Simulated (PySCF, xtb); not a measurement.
C4H4S, SMILES c1cscc1.

Harmonic wavenumbers (cm⁻¹) from GFN2-xTB in xtb 6.7.1 at its own minimum, in rising order: 404, 531, 589, 740, 747, 750, 830, 836, 852, 865, 1068, 1082, 1084, 1200, 1346, 1445, 1546, 3126, 3134, 3165, 3166.

Q: What does B3LYP-D3(BJ)/def2-SVP (PySCF 2.14.0) give at its own minimum? (Estimate from the structure and the level; the computed values follow.)

A: 461, 582, 620, 692, 724, 756, 843, 876, 891, 936, 1054, 1087, 1090, 1264, 1395, 1465, 1567, 3205, 3217, 3251, 3253. Paired by order, the mean absolute difference is 42 cm⁻¹ and the zero-point energies are 40.8 and 41.8 kcal/mol.
